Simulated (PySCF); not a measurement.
# CH₅NSi: core binding energies at several levels of theory, part 2 of 2

PySCF 2.14.0. Atoms count from 0. Earlier steps stand in the parts before.

## (6) X-ray photoelectron lines: HF, X2C

What the job is given:

```
{"job": {"kind": "xps", "xc": "HF"}, "charge": 0, "multiplicity": 1}
N      1.579898    -0.442237    -0.557516
C      0.751223     0.070924     0.261316
Si    -1.104544     0.042709    -0.130345
H      2.541611    -0.355832    -0.204967
H      1.071598     0.540455     1.217489
H     -1.807894    -0.805890     0.881549
H     -1.650900     1.431243    -0.018708
H     -1.327298    -0.495208    -1.500754
```

With the program's defaults for keys left out, this is: delta-SCF UKS HF, pcX-2 on the ionised atom, pcseg-1 elsewhere, spin-free X2C.

Log:

```text
ground state, core basis on atom 0 (N), 102 functions
  cycle   1  E = -384.64885145  |g| = 3.92e-01
  cycle   2  E = -384.69245280  |g| = 2.26e-01
  cycle   3  E = -384.70354615  |g| = 5.71e-02
  cycle   4  E = -384.70493122  |g| = 1.65e-02
  cycle   5  E = -384.70505439  |g| = 5.87e-03
  cycle   6  E = -384.70507606  |g| = 2.77e-03
  cycle   7  E = -384.70508118  |g| = 6.81e-04
  cycle   8  E = -384.70508155  |g| = 1.15e-04
  E(ground) = -384.70508155 Eh
hole in N 1s of atom 0
  cycle   1  E = -369.12492249  |g| = 1.83e+00
  cycle   2  E = -369.49384542  |g| = 1.11e+00
  cycle   3  E = -369.82696630  |g| = 1.30e-01
  cycle   4  E = -369.83462171  |g| = 3.68e-02
  cycle   5  E = -369.83578121  |g| = 2.03e-02
  cycle   6  E = -369.83669086  |g| = 1.02e-02
  cycle   7  E = -369.83701563  |g| = 6.18e-03
  cycle   8  E = -369.83717345  |g| = 2.77e-03
  cycle   9  E = -369.83721088  |g| = 8.05e-04
  cycle  10  E = -369.83721287  |g| = 3.52e-04
  E(ion) = -369.83721287 Eh   <S^2> = 0.8162   hole on atom = 1.000   binding energy = 404.575 eV
ground state, core basis on atom 1 (C), 102 functions
  cycle   1  E = -384.69713763  |g| = 3.08e-02
  cycle   2  E = -384.69725050  |g| = 1.06e-02
  cycle   3  E = -384.69727053  |g| = 5.17e-03
  cycle   4  E = -384.69727635  |g| = 3.76e-04
  E(ground) = -384.69727635 Eh
hole in C 1s of atom 1
  cycle   1  E = -373.41643754  |g| = 1.49e+00
  cycle   2  E = -373.69781454  |g| = 9.10e-01
  cycle   3  E = -373.96265975  |g| = 1.76e-01
  cycle   4  E = -373.97585950  |g| = 5.55e-02
  cycle   5  E = -373.97794145  |g| = 2.63e-02
  cycle   6  E = -373.97998069  |g| = 2.31e-02
  cycle   7  E = -373.98222470  |g| = 2.24e-02
  cycle   8  E = -373.98552631  |g| = 2.10e-02
  cycle   9  E = -373.98873141  |g| = 2.86e-02
  cycle  10  E = -373.98821210  |g| = 1.78e-02
  cycle  11  E = -373.99108578  |g| = 2.18e-03
  cycle  12  E = -373.99109258  |g| = 1.70e-03
  cycle  13  E = -373.99110711  |g| = 3.97e-04
  E(ion) = -373.99110711 Eh   <S^2> = 1.1867   hole on atom = 1.000   binding energy = 291.330 eV
ground state, core basis on atom 2 (Si), 113 functions
  cycle   1  E = -384.76014680  |g| = 7.30e-02
  cycle   2  E = -384.76035125  |g| = 8.32e-03
  cycle   3  E = -384.76036507  |g| = 3.15e-03
  cycle   4  E = -384.76036786  |g| = 1.02e-03
  cycle   5  E = -384.76036822  |g| = 3.23e-04
  E(ground) = -384.76036822 Eh
hole in Si 1s of atom 2
  cycle   1  E = -315.81576048  |g| = 4.32e+00
  cycle   2  E = -316.76630975  |g| = 1.00e+00
  cycle   3  E = -316.85935073  |g| = 8.70e-02
  cycle   4  E = -316.86122367  |g| = 3.53e-02
  cycle   5  E = -316.86175635  |g| = 7.34e-03
  cycle   6  E = -316.86181266  |g| = 3.45e-03
  cycle   7  E = -316.86183340  |g| = 1.90e-03
  cycle   8  E = -316.86184388  |g| = 1.00e-03
  cycle   9  E = -316.86184752  |g| = 6.75e-04
  cycle  10  E = -316.86184950  |g| = 6.10e-04
  cycle  11  E = -316.86185074  |g| = 6.15e-04
  cycle  12  E = -316.86184595  |g| = 5.67e-04
  cycle  13  E = -316.86183062  |g| = 3.49e-04
  E(ion) = -316.86183062 Eh   <S^2> = 0.7555   hole on atom = 1.000   binding energy = 1847.613 eV
hole in Si 2p of atom 2
  cycle   1  E = -380.52712836  |g| = 1.20e+00
  cycle   2  E = -380.81488386  |g| = 3.89e-01
  cycle   3  E = -380.84058530  |g| = 4.28e-02
  cycle   4  E = -380.84131193  |g| = 2.68e-02
  cycle   5  E = -380.84167605  |g| = 7.06e-03
  cycle   6  E = -380.84177126  |g| = 4.02e-03
  cycle   7  E = -380.84181231  |g| = 2.00e-03
  cycle   8  E = -380.84182599  |g| = 1.37e-03
  cycle   9  E = -380.84183287  |g| = 1.28e-03
  cycle  10  E = -380.84183858  |g| = 1.29e-03
  cycle  11  E = -380.84182827  |g| = 1.24e-03
  cycle  12  E = -380.84176188  |g| = 8.58e-04
  cycle  13  E = -380.84172824  |g| = 4.83e-04
  cycle  14  E = -380.84171965  |g| = 1.85e-04
  E(ion) = -380.84171965 Eh   <S^2> = 0.7740   hole on atom = 1.002   binding energy = 106.632 eV
  2p3/2 = 106.436 eV   2p1/2 = 107.030 eV
```

Wall time 6.4 s (1 thread of Intel Xeon Platinum 8259CL at 2.50GHz, shared host); peak memory 0.41 GiB.

The holes in one table. −ε is the ground-state orbital energy:

```
       hole  stands for               environment  ΔSCF (eV; 2p as the shell's mean)  −ε (eV)   ⟨S²⟩
  N1s on N0          N0            imine nitrogen                             404.58    424.0  0.816
  C1s on C1          C1                C=N carbon                  291.33 (doubtful)    307.0  1.187
Si1s on Si2         Si2  silicon bonded to C, 3 H                            1847.61   1876.1  0.756
Si2p on Si2         Si2  silicon bonded to C, 3 H                             106.63    115.2  0.774
```

Doubtful: the ion did not converge, its hole moved, or its ⟨S²⟩ is well above 0.75.

With the spin-orbit splitting: Si2 2p3/2 106.44, 2p1/2 107.03 eV. The table gives each 2p level as the mean over the whole 2p shell (two parts 2p3/2, one part 2p1/2), which differs a little from the single hole in the log.

## (7) Core-electron binding energies: SCAN, X2C

Same as in step 6 but for these lines:

```diff
@@ -1,2 +1,2 @@
-{"job": {"kind": "xps", "xc": "HF"}, "charge": 0, "multiplicity": 1}
+{"job": {"kind": "xps", "basis": "pcX-1"}, "charge": 0, "multiplicity": 1}
 N      1.579898    -0.442237    -0.557516
```

Level: delta-SCF UKS SCAN, pcX-1 on the ionised atom, pcseg-1 elsewhere, spin-free X2C.

Log:

```text
ground state, core basis on atom 0 (N), 81 functions
  cycle   1  E = -385.80104459  |g| = 3.22e-01
  cycle   2  E = -385.75129693  |g| = 5.64e-01
  cycle   3  E = -385.82241908  |g| = 1.28e-01
  cycle   4  E = -385.82622038  |g| = 3.49e-02
  cycle   5  E = -385.82655047  |g| = 4.55e-03
  cycle   6  E = -385.82655629  |g| = 1.40e-03
  cycle   7  E = -385.82655709  |g| = 1.95e-04
  E(ground) = -385.86054880 Eh
hole in N 1s of atom 0
  cycle   1  E = -370.24509943  |g| = 1.84e+00
  cycle   2  E = -368.90007849  |g| = 2.23e+00
  cycle   3  E = -370.76469606  |g| = 5.35e-01
  cycle   4  E = -370.86209951  |g| = 3.59e-01
  cycle   5  E = -370.93559479  |g| = 1.27e-01
  cycle   6  E = -370.94350194  |g| = 2.46e-02
  cycle   7  E = -370.94384733  |g| = 4.11e-03
  cycle   8  E = -370.94386730  |g| = 1.91e-03
  cycle   9  E = -370.94387355  |g| = 7.24e-04
  cycle  10  E = -370.94387394  |g| = 2.51e-04
  E(ion) = -370.97730387 Eh   <S^2> = 0.7794   hole on atom = 1.000   binding energy = 404.994 eV
ground state, core basis on atom 1 (C), 81 functions
  cycle   1  E = -385.82509367  |g| = 5.62e-02
  cycle   2  E = -385.82165436  |g| = 1.32e-01
  cycle   3  E = -385.82577215  |g| = 8.82e-03
  cycle   4  E = -385.82578704  |g| = 4.69e-03
  cycle   5  E = -385.82579311  |g| = 4.99e-04
  E(ground) = -385.86119104 Eh
hole in C 1s of atom 1
  cycle   1  E = -374.53874691  |g| = 1.50e+00
  cycle   2  E = -372.84964401  |g| = 2.11e+00
  cycle   3  E = -374.89385434  |g| = 5.73e-01
  cycle   4  E = -374.94433725  |g| = 5.86e-01
  cycle   5  E = -375.09233287  |g| = 1.48e-01
  cycle   6  E = -375.10184304  |g| = 1.69e-02
  cycle   7  E = -375.10233670  |g| = 1.10e-02
  cycle   8  E = -375.10267598  |g| = 8.50e-03
  cycle   9  E = -375.10301568  |g| = 5.98e-03
  cycle  10  E = -375.10312862  |g| = 2.99e-03
  cycle  11  E = -375.10314708  |g| = 1.48e-03
  cycle  12  E = -375.10315405  |g| = 3.42e-04
  E(ion) = -375.13689953 Eh   <S^2> = 0.8639   hole on atom = 1.000   binding energy = 291.823 eV
ground state, core basis on atom 2 (Si), 93 functions
  cycle   1  E = -385.92370069  |g| = 1.84e-01
  cycle   2  E = -385.92268996  |g| = 7.97e-02
  cycle   3  E = -385.92039338  |g| = 1.24e-01
  cycle   4  E = -385.92413585  |g| = 1.66e-02
  cycle   5  E = -385.92419847  |g| = 4.19e-03
  cycle   6  E = -385.92420492  |g| = 2.74e-04
  E(ground) = -385.91714390 Eh
hole in Si 1s of atom 2
  cycle   1  E = -316.99757668  |g| = 4.35e+00
  cycle   2  E = -317.15942786  |g| = 2.08e+00
  cycle   3  E = -317.59866164  |g| = 9.05e-01
  cycle   4  E = -317.86339938  |g| = 6.08e-01
  cycle   5  E = -318.03599661  |g| = 1.58e-01
  cycle   6  E = -318.04886385  |g| = 3.61e-02
  cycle   7  E = -318.04948675  |g| = 1.51e-02
  cycle   8  E = -318.04961954  |g| = 2.64e-03
  cycle   9  E = -318.04962311  |g| = 6.88e-04
  cycle  10  E = -318.04962337  |g| = 3.67e-04
  E(ion) = -318.05127183 Eh   <S^2> = 0.7524   hole on atom = 1.000   binding energy = 1846.724 eV
hole in Si 2p of atom 2
  cycle   1  E = -381.65275113  |g| = 1.22e+00
  cycle   2  E = -381.54189346  |g| = 1.06e+00
  cycle   3  E = -381.85838295  |g| = 4.61e-01
  cycle   4  E = -381.95096249  |g| = 1.92e-01
  cycle   5  E = -381.96732402  |g| = 4.93e-02
  cycle   6  E = -381.96866713  |g| = 1.46e-02
  cycle   7  E = -381.96878657  |g| = 3.18e-03
  cycle   8  E = -381.96879353  |g| = 8.51e-04
  cycle   9  E = -381.96879485  |g| = 5.66e-04
  cycle  10  E = -381.96879570  |g| = 4.84e-04
  E(ion) = -381.97390489 Eh   <S^2> = 0.7524   hole on atom = 1.002   binding energy = 107.301 eV
  2p3/2 = 107.086 eV   2p1/2 = 107.706 eV
```

Wall time 9.1 s (1 thread of Intel Xeon Platinum 8259CL at 2.50GHz, shared host); peak memory 0.41 GiB.

The holes in one table. −ε is the ground-state orbital energy:

```
       hole  stands for               environment  ΔSCF (eV; 2p as the shell's mean)  −ε (eV)   ⟨S²⟩
  N1s on N0          N0            imine nitrogen                             404.99    385.8  0.779
  C1s on C1          C1                C=N carbon                  291.82 (doubtful)    274.8  0.864
Si1s on Si2         Si2  silicon bonded to C, 3 H                            1846.72   1793.4  0.752
Si2p on Si2         Si2  silicon bonded to C, 3 H                             107.29     96.3  0.752
```

Doubtful: the ion did not converge, its hole moved, or its ⟨S²⟩ is well above 0.75.

With the spin-orbit splitting: Si2 2p3/2 107.09, 2p1/2 107.71 eV. The table gives each 2p level as the mean over the whole 2p shell (two parts 2p3/2, one part 2p1/2), which differs a little from the single hole in the log.

## (8) X-ray photoelectron lines: SCAN, X2C

Same as in step 7 but for these lines:

```diff
@@ -1,2 +1,2 @@
-{"job": {"kind": "xps", "basis": "pcX-1"}, "charge": 0, "multiplicity": 1}
+{"job": {"kind": "xps", "basis": "def2-TZVP"}, "charge": 0, "multiplicity": 1}
 N      1.579898    -0.442237    -0.557516
```

With the program's defaults for keys left out, this is: delta-SCF UKS SCAN, def2-TZVP on the ionised atom, pcseg-1 elsewhere, spin-free X2C.

Log:

```text
ground state, core basis on atom 0 (N), 88 functions
  cycle   1  E = -385.82875365  |g| = 3.35e-01
  cycle   2  E = -385.76525021  |g| = 6.18e-01
  cycle   3  E = -385.85299354  |g| = 1.29e-01
  cycle   4  E = -385.85700517  |g| = 3.19e-02
  cycle   5  E = -385.85728680  |g| = 4.75e-03
  cycle   6  E = -385.85729481  |g| = 1.22e-03
  cycle   7  E = -385.85729407  |g| = 2.38e-04
  E(ground) = -385.89189333 Eh
hole in N 1s of atom 0
  cycle   1  E = -370.26793843  |g| = 1.79e+00
  cycle   2  E = -368.91592980  |g| = 2.07e+00
  cycle   3  E = -370.73352323  |g| = 5.95e-01
  cycle   4  E = -370.90186052  |g| = 2.98e-01
  cycle   5  E = -370.94293352  |g| = 1.51e-01
  cycle   6  E = -370.95399900  |g| = 1.60e-02
  cycle   7  E = -370.95417468  |g| = 4.21e-03
  cycle   8  E = -370.95419613  |g| = 1.94e-03
  cycle   9  E = -370.95420229  |g| = 6.42e-04
  cycle  10  E = -370.95420277  |g| = 2.54e-04
  E(ion) = -370.98763412 Eh   <S^2> = 0.7787   hole on atom = 1.000   binding energy = 405.566 eV
ground state, core basis on atom 1 (C), 88 functions
  cycle   1  E = -385.84823134  |g| = 2.52e-02
  cycle   2  E = -385.84761866  |g| = 5.67e-02
  cycle   3  E = -385.84836525  |g| = 4.51e-03
  cycle   4  E = -385.84837079  |g| = 1.28e-03
  cycle   5  E = -385.84837416  |g| = 1.84e-04
  E(ground) = -385.88412453 Eh
hole in C 1s of atom 1
  cycle   1  E = -374.55901219  |g| = 1.46e+00
  cycle   2  E = -372.86745463  |g| = 1.97e+00
  cycle   3  E = -374.86529413  |g| = 6.15e-01
  cycle   4  E = -374.96810841  |g| = 5.58e-01
  cycle   5  E = -375.09789066  |g| = 1.58e-01
  cycle   6  E = -375.10927330  |g| = 1.80e-02
  cycle   7  E = -375.10977352  |g| = 1.11e-02
  cycle   8  E = -375.11011356  |g| = 8.53e-03
  cycle   9  E = -375.11045415  |g| = 6.13e-03
  cycle  10  E = -375.11056135  |g| = 3.15e-03
  cycle  11  E = -375.11057980  |g| = 1.49e-03
  cycle  12  E = -375.11058522  |g| = 3.51e-04
  E(ion) = -375.14431118 Eh   <S^2> = 0.8566   hole on atom = 1.000   binding energy = 292.245 eV
ground state, core basis on atom 2 (Si), 90 functions
  cycle   1  E = -385.87010369  |g| = 4.20e-02
  cycle   2  E = -385.86978583  |g| = 4.72e-02
  cycle   3  E = -385.87009124  |g| = 2.78e-02
  cycle   4  E = -385.87027770  |g| = 2.12e-03
  cycle   5  E = -385.87027908  |g| = 6.10e-04
  cycle   6  E = -385.87028016  |g| = 2.00e-04
  E(ground) = -385.86412552 Eh
hole in Si 1s of atom 2
  cycle   1  E = -316.92435874  |g| = 2.95e+00
  cycle   2  E = -316.97680877  |g| = 1.69e+00
  cycle   3  E = -317.42811796  |g| = 8.63e-01
  cycle   4  E = -317.76491131  |g| = 4.32e-01
  cycle   5  E = -317.84519521  |g| = 1.36e-01
  cycle   6  E = -317.85537027  |g| = 2.81e-02
  cycle   7  E = -317.85578257  |g| = 8.46e-03
  cycle   8  E = -317.85582533  |g| = 1.39e-03
  cycle   9  E = -317.85582720  |g| = 6.80e-04
  cycle  10  E = -317.85582771  |g| = 3.82e-04
  E(ion) = -317.85800334 Eh   <S^2> = 0.7523   hole on atom = 1.000   binding energy = 1850.541 eV
hole in Si 2p of atom 2
  cycle   1  E = -381.59783772  |g| = 1.18e+00
  cycle   2  E = -381.45347115  |g| = 1.01e+00
  cycle   3  E = -381.76689674  |g| = 5.21e-01
  cycle   4  E = -381.89246677  |g| = 1.84e-01
  cycle   5  E = -381.90766691  |g| = 5.20e-02
  cycle   6  E = -381.90911639  |g| = 1.65e-02
  cycle   7  E = -381.90927416  |g| = 2.77e-03
  cycle   8  E = -381.90927795  |g| = 9.31e-04
  cycle   9  E = -381.90927993  |g| = 5.09e-04
  cycle  10  E = -381.90927942  |g| = 4.35e-04
  E(ion) = -381.91549474 Eh   <S^2> = 0.7521   hole on atom = 1.003   binding energy = 107.448 eV
  2p3/2 = 107.240 eV   2p1/2 = 107.850 eV
```

Wall time 11 s (1 thread of Intel Xeon Platinum 8259CL at 2.50GHz, shared host); peak memory 0.41 GiB.

The holes in one table. −ε is the ground-state orbital energy:

```csv
hole,stands for,environment,ΔSCF (eV; 2p as the shell's mean),−ε (eV),⟨S²⟩
N1s on N0,N0,imine nitrogen,405.57,386.0,0.779
C1s on C1,C1,C=N carbon,292.25 (doubtful),274.8,0.857
Si1s on Si2,Si2,"silicon bonded to C, 3 H",1850.54,1794.3,0.752
Si2p on Si2,Si2,"silicon bonded to C, 3 H",107.44,96.3,0.752
```

Doubtful: the ion did not converge, its hole moved, or its ⟨S²⟩ is well above 0.75.

With the spin-orbit splitting: Si2 2p3/2 107.24, 2p1/2 107.85 eV. The table gives each 2p level as the mean over the whole 2p shell (two parts 2p3/2, one part 2p1/2), which differs a little from the single hole in the log.

## (9) Core holes by ΔSCF: SCAN, non-relativistic

Same as in step 8 but for these lines:

```diff
@@ -1,2 +1,2 @@
-{"job": {"kind": "xps", "basis": "def2-TZVP"}, "charge": 0, "multiplicity": 1}
+{"job": {"kind": "xps", "x2c": false}, "charge": 0, "multiplicity": 1}
 N      1.579898    -0.442237    -0.557516
```

With the program's defaults for keys left out, this is: delta-SCF UKS SCAN, pcX-2 on the ionised atom, pcseg-1 elsewhere, non-relativistic.

Log:

```text
ground state, core basis on atom 0 (N), 102 functions
  cycle   1  E = -385.23681834  |g| = 3.38e-01
  cycle   2  E = -385.17482661  |g| = 6.16e-01
  cycle   3  E = -385.26050754  |g| = 1.31e-01
  cycle   4  E = -385.26438755  |g| = 3.97e-02
  cycle   5  E = -385.26481403  |g| = 5.64e-03
  cycle   6  E = -385.26482282  |g| = 1.76e-03
  cycle   7  E = -385.26482286  |g| = 2.45e-04
  E(ground) = -385.29913312 Eh
hole in N 1s of atom 0
  cycle   1  E = -369.68146760  |g| = 1.84e+00
  cycle   2  E = -368.28625649  |g| = 2.27e+00
  cycle   3  E = -370.21175505  |g| = 5.29e-01
  cycle   4  E = -370.29476636  |g| = 3.85e-01
  cycle   5  E = -370.38163899  |g| = 1.22e-01
  cycle   6  E = -370.38883844  |g| = 2.55e-02
  cycle   7  E = -370.38920332  |g| = 4.92e-03
  cycle   8  E = -370.38923119  |g| = 2.23e-03
  cycle   9  E = -370.38923681  |g| = 8.77e-04
  cycle  10  E = -370.38923782  |g| = 2.92e-04
  E(ion) = -370.42259755 Eh   <S^2> = 0.7813   hole on atom = 1.000   binding energy = 404.811 eV
ground state, core basis on atom 1 (C), 102 functions
  cycle   1  E = -385.25544850  |g| = 4.26e-02
  cycle   2  E = -385.25505816  |g| = 4.61e-02
  cycle   3  E = -385.25532283  |g| = 3.06e-02
  cycle   4  E = -385.25554824  |g| = 2.42e-03
  cycle   5  E = -385.25555009  |g| = 2.82e-04
  E(ground) = -385.29108187 Eh
hole in C 1s of atom 1
  cycle   1  E = -373.96867294  |g| = 1.50e+00
  cycle   2  E = -372.20511388  |g| = 2.14e+00
  cycle   3  E = -374.31961758  |g| = 5.82e-01
  cycle   4  E = -374.37216783  |g| = 5.99e-01
  cycle   5  E = -374.52665987  |g| = 1.48e-01
  cycle   6  E = -374.53580931  |g| = 1.78e-02
  cycle   7  E = -374.53634370  |g| = 1.18e-02
  cycle   8  E = -374.53667422  |g| = 8.94e-03
  cycle   9  E = -374.53701817  |g| = 6.51e-03
  cycle  10  E = -374.53713332  |g| = 3.60e-03
  cycle  11  E = -374.53715614  |g| = 1.62e-03
  cycle  12  E = -374.53716477  |g| = 4.36e-04
  E(ion) = -374.57097624 Eh   <S^2> = 0.8676   hole on atom = 1.000   binding energy = 291.709 eV
ground state, core basis on atom 2 (Si), 113 functions
  cycle   1  E = -385.28884686  |g| = 2.55e-02
  cycle   2  E = -385.28867515  |g| = 3.12e-02
  cycle   3  E = -385.28884538  |g| = 1.63e-02
  cycle   4  E = -385.28891246  |g| = 2.49e-03
  cycle   5  E = -385.28891158  |g| = 4.62e-04
  E(ground) = -385.28338898 Eh
hole in Si 1s of atom 2
  cycle   1  E = -316.53059614  |g| = 4.32e+00
  cycle   2  E = -316.61106496  |g| = 2.12e+00
  cycle   3  E = -317.06032994  |g| = 9.68e-01
  cycle   4  E = -317.38283978  |g| = 6.23e-01
  cycle   5  E = -317.56053894  |g| = 1.78e-01
  cycle   6  E = -317.57643118  |g| = 3.95e-02
  cycle   7  E = -317.57712848  |g| = 1.78e-02
  cycle   8  E = -317.57731056  |g| = 3.26e-03
  cycle   9  E = -317.57731608  |g| = 8.81e-04
  cycle  10  E = -317.57731634  |g| = 4.12e-04
  E(ion) = -317.57898507 Eh   <S^2> = 0.7526   hole on atom = 1.000   binding energy = 1842.331 eV
hole in Si 2p of atom 2
  cycle   1  E = -381.02027607  |g| = 1.22e+00
  cycle   2  E = -380.87594673  |g| = 1.09e+00
  cycle   3  E = -381.21253525  |g| = 4.91e-01
  cycle   4  E = -381.31781807  |g| = 2.03e-01
  cycle   5  E = -381.33566800  |g| = 5.51e-02
  cycle   6  E = -381.33727787  |g| = 1.73e-02
  cycle   7  E = -381.33744011  |g| = 4.01e-03
  cycle   8  E = -381.33745024  |g| = 9.12e-04
  cycle   9  E = -381.33745168  |g| = 4.89e-04
  E(ion) = -381.34315418 Eh   <S^2> = 0.7523   hole on atom = 1.002   binding energy = 107.219 eV
  2p3/2 = 107.010 eV   2p1/2 = 107.626 eV
```

Run time: 11 s. Hardware: 1 thread of Intel Xeon Platinum 8259CL at 2.50GHz, shared host; peak memory 0.41 GiB.

The holes in one table. −ε is the ground-state orbital energy:

| hole | stands for | environment | ΔSCF (eV; 2p as the shell's mean) | −ε (eV) | ⟨S²⟩ |
| --- | --- | --- | --- | --- | --- |
| N1s on N0 | N0 | imine nitrogen | 404.81 | 385.9 | 0.781 |
| C1s on C1 | C1 | C=N carbon | 291.71 (doubtful) | 274.8 | 0.868 |
| Si1s on Si2 | Si2 | silicon bonded to C, 3 H | 1842.33 | 1789.2 | 0.753 |
| Si2p on Si2 | Si2 | silicon bonded to C, 3 H | 107.21 | 96.3 | 0.752 |

Doubtful: the ion did not converge, its hole moved, or its ⟨S²⟩ is well above 0.75.

With the spin-orbit splitting: Si2 2p3/2 107.01, 2p1/2 107.63 eV. The table gives each 2p level as the mean over the whole 2p shell (two parts 2p3/2, one part 2p1/2), which differs a little from the single hole in the log.

## (10) Outcome

This closing draws on all 2 parts.

| quantity | value |
| --- | --- |
| N1s binding energies, SCAN/pcX-2 | N0 405.02 eV |
| Si1s binding energies, SCAN/pcX-2 | Si2 1846.68 eV |
| Si2p binding energies, SCAN/pcX-2 | Si2 107.16 eV |
| N1s binding energies, B3LYP/pcX-2 | N0 405.03 eV |
| C1s binding energies, B3LYP/pcX-2 | C1 291.92 eV |
| Si1s binding energies, B3LYP/pcX-2 | Si2 1845.36 eV |
| Si2p binding energies, B3LYP/pcX-2 | Si2 107.16 eV |
| N1s binding energies, PBE0/pcX-2 | N0 404.53 eV |
| C1s binding energies, PBE0/pcX-2 | C1 291.38 eV |
| Si1s binding energies, PBE0/pcX-2 | Si2 1844.48 eV |
| Si2p binding energies, PBE0/pcX-2 | Si2 106.80 eV |
| N1s binding energies, PBE/pcX-2 | N0 404.19 eV |
| C1s binding energies, PBE/pcX-2 | C1 290.97 eV |
| Si1s binding energies, PBE/pcX-2 | Si2 1843.34 eV |
| Si2p binding energies, PBE/pcX-2 | Si2 106.48 eV |
| N1s binding energies, HF/pcX-2 | N0 404.58 eV |
| Si1s binding energies, HF/pcX-2 | Si2 1847.61 eV |
| Si2p binding energies, HF/pcX-2 | Si2 106.63 eV |
| N1s binding energies, SCAN/pcX-1 | N0 404.99 eV |
| Si1s binding energies, SCAN/pcX-1 | Si2 1846.72 eV |
| Si2p binding energies, SCAN/pcX-1 | Si2 107.29 eV |
| N1s binding energies, SCAN/def2-TZVP | N0 405.57 eV |
| Si1s binding energies, SCAN/def2-TZVP | Si2 1850.54 eV |
| Si2p binding energies, SCAN/def2-TZVP | Si2 107.44 eV |
| N1s binding energies, SCAN/pcX-2, non-relativistic | N0 404.81 eV |
| Si1s binding energies, SCAN/pcX-2, non-relativistic | Si2 1842.33 eV |
| Si2p binding energies, SCAN/pcX-2, non-relativistic | Si2 107.21 eV |

Single values in the summary come from the first sound run of each kind (SCAN/pcX-2), which need not be the best level.
